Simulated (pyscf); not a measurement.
One four-centre exchange on the singlet surface with elements of a group swapped. ωB97M-D3(BJ)/def2-TZVP, kcal/mol, from the separated reactants. Optimised with ωB97X-D3(BJ)/def2-SVP in PySCF.

| step | barrier | reaction energy | imaginary mode (i cm⁻¹) |
|---|---|---|---|
| `[SiH3][GaH][AsH2]` + `[H][H]` → `[GaH2][AsH2]` + `[SiH4]` | 28.7 | -1.6 | 1342 |
| `[SiH3][GaH][PH2]` + `[H][H]` → `[PH2][GaH2]` + `[SiH4]` | ? | ? | 1342 |

Q: Some entries are withheld; supply them.

A: 
- `[SiH3][GaH][PH2]` + `[H][H]` → `[PH2][GaH2]` + `[SiH4]`, barrier: 29.5
- `[SiH3][GaH][PH2]` + `[H][H]` → `[PH2][GaH2]` + `[SiH4]`, reaction energy: -1.7

Row 1: On the product side the descent ends in a complex, 6.4 kcal/mol under the separated species and 32.6 kcal/mol under the saddle at ωB97X-D3(BJ)/def2-TZVP. Row 2: On the product side the descent ends in a complex, 6.0 kcal/mol under the separated species and 33.3 kcal/mol under the saddle at ωB97X-D3(BJ)/def2-TZVP. Each row is the saddle that its search found. Elements up to Kr have no core potential and no relativistic terms here.
